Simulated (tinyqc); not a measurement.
Inside a calculation. Method: RKS/BP86 in the sto-6g basis, for BH2+, spin multiplicity 1. One step of it, computed by the program tinyqc.

Task: Orthogonalisation. S = U s U^T; symmetric (Loewdin) form X = U s^(-1/2) U^T, so that X^T S X = 1.

overlap S, order 1B 1s, 1B 2s, 1B 2px, 1B 2py, 1B 2pz, 2H 1s, 3H 1s:
```
[[1.000000, 0.264891, 0.000000, 0.000000, 0.000000, 0.025816, 0.025816],
 [0.264891, 1.000000, 0.000000, 0.000000, 0.000000, 0.281256, 0.281256],
 [0.000000, 0.000000, 1.000000, 0.000000, 0.000000, 0.000000, 0.000000],
 [0.000000, 0.000000, 0.000000, 1.000000, 0.000000, 0.302680, -0.302680],
 [0.000000, 0.000000, 0.000000, 0.000000, 1.000000, 0.126487, 0.126487],
 [0.025816, 0.281256, 0.000000, 0.302680, 0.126487, 1.000000, 0.021848],
 [0.025816, 0.281256, 0.000000, -0.302680, 0.126487, 0.021848, 1.000000]]
```

Give: eigenvalues of S; X.

Result:

eigenvalues of S: [0.5219, 0.5609, 0.8915, 1.0000, 1.0823, 1.4173, 1.5261]

X, order 1B 1s, 1B 2s, 1B 2px, 1B 2py, 1B 2pz, 2H 1s, 3H 1s:
```
[[1.0292, -0.1484, 0.0000, 0.0000, -0.0043, 0.0186, 0.0186],
 [-0.1484, 1.1003, 0.0000, 0.0000, 0.0315, -0.1622, -0.1622],
 [0.0000, 0.0000, 1.0000, 0.0000, 0.0000, 0.0000, 0.0000],
 [0.0000, 0.0000, 0.0000, 1.0813, 0.0000, -0.1750, 0.1750],
 [-0.0043, 0.0315, 0.0000, 0.0000, 1.0137, -0.0709, -0.0709],
 [0.0186, -0.1622, 0.0000, -0.1750, -0.0709, 1.0823, -0.0116],
 [0.0186, -0.1622, 0.0000, 0.1750, -0.0709, -0.0116, 1.0823]]
```
